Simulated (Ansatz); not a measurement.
Input:

```yaml
crystal:
  periodic: [false, false, false]
  atoms:
    - { symbol: "N", position_ang: [-0.512146, 1.493825, 0.87518] }
    - { symbol: C, position_ang: [-0.156773, 0.058579, 0.775452] }
    - { symbol: C, position_ang: [0.720243, -0.171032, -0.431236] }
    - { symbol: C, position_ang: [0.549291, -1.128026, -1.358912] }
    - { symbol: F, position_ang: [-0.466128, -2.040491, -1.303744] }
    - { symbol: H, position_ang: [-1.070149, 1.627862, 1.732608] }
    - { symbol: H, position_ang: [-1.166879, 1.714196, 0.107997] }
    - { symbol: H, position_ang: [-1.019747, -0.648572, 0.743501] }
    - { symbol: H, position_ang: [0.424695, -0.194915, 1.691623] }
    - { symbol: H, position_ang: [1.568502, 0.517023, -0.574075] }
    - { symbol: H, position_ang: [1.194492, -1.28525, -2.237794] }
basis:
  gaussian: { orbitals: cc-pVDZ }
hamiltonian:
  xc: revpbe
neb:
  order_check: false
  images: 4
  f_tol: 0.05
  max_iterations: 60
  initial_path: idpp
  climbing: false
  final_atoms:
    - { symbol: "N", position_ang: [-0.92096662, 1.2617243, 1.01569824] }
    - { symbol: C, position_ang: [-0.23735664, -0.04537571, 0.86970572] }
    - { symbol: C, position_ang: [0.68902654, -0.16617903, -0.32406041] }
    - { symbol: C, position_ang: [0.53895829, -1.02142404, -1.35132262] }
    - { symbol: F, position_ang: [-0.47613585, -1.9341571, -1.40422878] }
    - { symbol: H, position_ang: [-0.20165412, 1.99927443, 1.09695477] }
    - { symbol: H, position_ang: [-1.39014174, 1.47385425, 0.12008995] }
    - { symbol: H, position_ang: [-1.01146781, -0.8367449, 0.81734918] }
    - { symbol: H, position_ang: [0.33473893, -0.22597817, 1.80652607] }
    - { symbol: H, position_ang: [1.54837406, 0.52257383, -0.38956361] }
    - { symbol: H, position_ang: [1.19202597, -1.08436885, -2.2365485] }
```

Launched with:

```bash
$ ansatz run input.yaml --threads 2 --pin off --max-ram 3072MiB --backend cpu --events-out ev --progress --plain --runs-dir out
```

Hardware: 2 threads of Arm Neoverse V1, with other jobs on the host.

Question: Roughly how long does this run take, and how much memory?

Answer: 51 s, with a peak of 0.15 GiB, for 6 band iterations.
